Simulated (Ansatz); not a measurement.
Two shapes of singlet PH₂(+).

Shape 1:

```xyz
3

H     0.0000    0.3530   -1.1329
P     0.0000   -0.7059    0.0000
H     0.0000    0.3530    1.1329
```

Shape 2:

```xyz
3

H     0.0281    0.3625   -1.0280
P     0.0290   -0.6277   -0.0314
H     0.0140    0.2845    1.0265
```

Basis set: def2-SVP (spherical functions). Left uncorrelated: 5 orbitals. Charge 1, multiplicity 1.

Computed with Ansatz (development build ahead of 0.2.0); each method stands on the lowest determinant of its kind that the runs found.

(1) Which shape is lower in energy, and by how much in each method?

## Answers

(1)

| method | E(2) − E(1) (eV) |
| --- | --- |
| RHF | -0.359 |
| UHF | -0.377 |
| RHF-MP2 | -0.304 |
| RHF-CCSD(T) | -0.252 |
| UHF-CCSD(T) | -0.249 |

Shape 2 is lower. Caution for UHF, UHF-CCSD(T): the unrestricted determinant is spin contaminated. Caution for UHF-CCSD(T): a plain start can end on a higher determinant.
